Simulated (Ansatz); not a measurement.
# BP+ (quartet): wave-function methods side by side, def2-TZVPP

The task here is to estimate one member of a computed series from the others.

Program: Ansatz 0.2.0, Gaussian basis. Level of theory: def2-TZVPP, core rule «outside noble gas», up to 6 orbitals frozen. These are calculated values, not measurements.

Plan: UHF; ROHF; CCSD(T) on UHF.

2 further runs of the same task are left out: 2 set aside as unsound or not needed.

## The system

The geometry is a PBE0/def2-TZVP stationary point (not a proven minimum) of the parent state, kept for this charge and spin.

2 atoms, charge 1, spin multiplicity 4.

Atoms are counted from 1 here; the program's logs count them from 0.

Bond lengths: B1–P2 1.736 Å.

Geometry (Å):

```xyz
2

B     0.00000    0.00000    0.00000
P     0.00000    0.00000    1.73630
```

Set-up of the first run:

File in.yaml:

```yaml
crystal:
  periodic: [false, false, false]
  atoms:
    - {symbol: B, position_ang: [0.000000, 0.000000, 0.000000]}
    - {symbol: P, position_ang: [0.000000, 0.000000, 1.736300]}
basis:
  gaussian: {orbitals: def2-TZVPP}
total_charge: 1
magnetization: {spin_polarized: true, initial_magnetization: 3}
hamiltonian: {xc: hf}
output: {orbitals: {seedname: orbitals}}
```

The run is started by

```sh
$ ansatz run in.yaml --threads 1 --pin off --events-out ev --progress --plain --max-ram 4096MiB --backend cpu
```

Among the steps run: UHF; ROHF; CCSD(T) on UHF.

One of the session's tables, all rows but one given; the rest of the session is left out.

It belongs to the step «Misses and costs». 

| method | from UCCSD(T) (kcal/mol) |
| --- | --- |
| ROHF | +107.95 |
| UHF | +105.53 |
| UMP2 | +23.23 |
| UCCSD | ? |
| UCCSD(T) | 0 |

Q: Estimate the row for UCCSD from the others.

The run gave: from UCCSD(T) (kcal/mol): +5.25. In the column «from UCCSD(T) (kcal/mol)» it lies between UCCSD(T) (0) and UMP2 (+23.23).
